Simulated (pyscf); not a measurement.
PH₃ (SMILES P) + GeH₂ (SMILES [GeH2]) [singlet] -> H₂P–GeH: (SMILES [PH2][GeH]) [singlet] + H₂ (SMILES [H][H]) (four-centre exchange; singlet surface; H–P, Ge–H broken, Ge–P, H–H formed). Single points on ωB97X-D3(BJ)/def2-SVP structures (PySCF, gas phase). Rate constants from transition-state theory, ωB97M-D3(BJ)/def2-TZVP energies (ideal gas, 1 atm, RRHO with modes under 100 cm⁻¹ raised to 100, one conformer, R ln 2 for chiral ones without a mode under 150 cm⁻¹; no tunnelling), k in cm³ molecule⁻¹ s⁻¹.

| T (K) | 1000/T | log10 k |
|---|---|---|
| 298 | 3.354 | -20.96 |
| 600 | 1.667 | -16.66 |
| 900 | 1.111 | ? |
| 1200 | 0.833 | -14.11 |

### Question
Fit an Arrhenius line to the three values, give the activation energy, and predict k at 900 K.

### Answer
Least squares gives log10 k = -11.99 − 2.69 × 1000/T, so Ea = 2.69 × ln 10 × 1.987 = 12.3 kcal/mol, against an electronic barrier of 10.0. At 900 K the line gives -14.98; the computed value is -15.03 (ΔG‡ = 38.7 kcal/mol), close to the line. On the reactant side the descent ends in a complex, 7.8 kcal/mol under the separated species and 14.7 kcal/mol under the saddle at ωB97X-D3(BJ)/def2-TZVP. At ωB97X-D3(BJ)/def2-TZVP the barrier from the zero used here is 6.9 kcal/mol. This is the saddle that the search found; another between the same sides may lie lower. Elements up to Kr have no core potential and no relativistic terms here.
